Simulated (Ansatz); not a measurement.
`CC(C)(O)F` + H–F → `CC(O)(F)F` + CH₄  (substitution at a C–C bond)

Isolated molecules relaxed with PBE0-D4/def2-TZVP in Ansatz; ΔE leaves out vibrations. CBS: MP2 limit from def2 TZ/QZ plus the TZ coupled-cluster correction, frozen cores. This one scheme is used for every species. Functionals use def2-TZVPP. HSE06 is defined as in plane-wave codes. Each species was taken in one conformer, which may not be the lowest.

```tsv
level	ΔE (kJ/mol)
HSE06	-22.0
HF/CBS(def2)	-34.7
```

What does CCSD(T)/CBS give? (An estimate is asked.)

The calculation gave: -4.9 kJ/mol. The listed levels differ from it by -17.1, -29.8 kJ/mol.

What do rigid-rotor, harmonic-oscillator terms from PBE0-D4/def2-TZVP frequencies (298.15 K, 1 bar) make of the CCSD(T)/CBS value? (An estimate is asked.)

The calculation gave: ΔZPE = -0.8 kJ/mol, ΔH = -6.3 kJ/mol, ΔS = 2 J/(mol·K), ΔG = -6.8 kJ/mol.

Largest T1 diagnostic among the species: 0.011.

The D4 term adds +6.8 kJ/mol with B3LYP and +3.7 kJ/mol with PBE0; it sums over pairs of atoms, weighted by their polarisabilities, and B3LYP, whose exchange is more repulsive, gets the larger term. Leaving LDA and LC-ωPBE aside and taking each functional with its dispersion term where it has one, the values, not all of them listed here, spread over 14.3 kJ/mol, from B97M-V to revPBE-D4.

B3LYP here is the variant with VWN-RPA as its local correlation; programs differ in this.
